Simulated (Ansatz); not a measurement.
Candidates: MgCO3 (R-3c, No. 167), rutile TiO2, corundum Ga2O3 (metastable phase), stishovite (SiO2), A-type hexagonal La2O3. Level: PBE0 in Ansatz (PAW).

Ansatz's runs of these crystals have no spin polarisation.

Spin–orbit coupling is left out, also for the solids with elements from indium on (A-type hexagonal La2O3); its size isn't shown.

Ansatz's density-functional and Hartree–Fock values are scalar-relativistic unless marked +SOC, with PAW data made under PBE.

Which of them have a computed lattice parameter c between 4.5 and 14 Å?

corundum Ga2O3 (metastable phase), A-type hexagonal La2O3. The values: MgCO3 (R-3c, No. 167) 15.049 Å; rutile TiO2 2.944 Å; corundum Ga2O3 (metastable phase) 13.439 Å; stishovite (SiO2) 2.662 Å; A-type hexagonal La2O3 6.137 Å.

Ansatz is a first-principles code.
